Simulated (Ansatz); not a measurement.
Energy needed to pull apart AlBH4O (SMILES [BH2][AlH][OH]), singlet, into free ground-state atoms, from the structure below (displaced at random from a GFN2-xTB minimum); no zero-point or spin–orbit terms; open-shell atoms are treated unrestricted, in their ground-state multiplicity.

B1  (-1.362, 0.470, -0.600)
Al2  (0.426, 0.028, 0.673)
O3  (1.509, -0.652, 0.143)
H4  (-2.089, -0.440, -0.823)
H5  (-1.154, 1.284, -1.218)
H6  (0.457, 0.424, 2.435)
H7  (2.343, -1.169, -0.310)
(Å)

Computed with Ansatz 0.2.0 (basis: def2-TZVPP); correlated methods freeze the cores.

```tsv
method	atomization energy (eV)
PBE-D4	19.41
r2SCAN-D4	19.52
PBE0-D4	19.16
r2SCAN0-D4	?
HSE06-D4	19.17
wB97M-V	19.47
HF	13.73
MP2	?
CCSD	18.55
CCSD(T)	18.78
```

Question: What does r2SCAN0-D4 give? (An estimate is asked for; the value comes from the calculation.)

Answer: Computed: 19.19 eV, which is about 0.42 eV more than CCSD(T)/def2-TZVPP.

Question: What does MP2 give? (Judge from chemistry; the value comes from the calculation.)

Answer: Computed: 19.08 eV, which is about 0.30 eV more than CCSD(T)/def2-TZVPP.

In triple zeta the MP2 and coupled-cluster atomization energies are still short of their basis limit by a few kcal/mol a bond, whereas those of the functionals are nearly converged, so these differences are not deviations from converged CCSD(T).

T1 diagnostic: at most 0.011.

For scale, one of the runs: CCSD(T)/def2-TZVPP forces, 160 basis functions (an equivalent command: `ansatz run in.yaml --threads 4`). Time: 32 s of wall clock on 4 CPU threads; the host was shared. Peak host memory: 2.2 GiB.
